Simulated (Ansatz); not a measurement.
Compare A (`C=C(O)C=N`) with its isomer B (`CC(N)=C=O`).

Calculated with Ansatz (gas phase, PBE0-D4/def2-TZVP geometries, no zero-point term in ΔE). CBS: MP2 limit from def2 TZ/QZ plus the TZ coupled-cluster correction, frozen cores. DFT in def2-TZVPP. B3LYP here is the variant with VWN-RPA as its local correlation; programs differ in this. One conformer a species, not always the lowest.

(1) Which is lower in electronic energy at CCSD(T)/CBS, and by how much? (An estimate is asked.)

(2) Give E(B) − E(A) in kJ/mol with LDA (SPW92), B3LYP, ωB97M-V, B3LYP-D4, HF/def2-TZVPP, r2SCAN-D4, PBE-D4. (Estimate.)

(3) Does the order hold for the free energy at 298.15 K (harmonic terms from PBE0-D4)? (Estimate.)

Largest T1 diagnostic: 0.015.

Results:

(1) The calculation gave: A, by 42.9 kJ/mol.

(2) The calculation gave: LDA (SPW92) 39.5, B3LYP 32.1, ωB97M-V 32.9, B3LYP-D4 33.7, HF/def2-TZVPP 33.8, r2SCAN-D4 33.3, PBE-D4 28.7. None reverses the order clearly.

(3) Ansatz gave: Yes: G(B) − G(A) = +35.3 kJ/mol, for one conformer each.

Leaving LDA and LC-ωPBE aside and taking each functional with its dispersion term where it has one, the values, not all of them listed here, spread over 9.5 kJ/mol, from revPBE-D4 to BHLYP-D4. LDA lies +11.7 kJ/mol from PBE without D4. At CCSD(T), def2-SVP lies −9.8 kJ/mol from the extrapolated value and def2-TZVPP −1.9 kJ/mol.
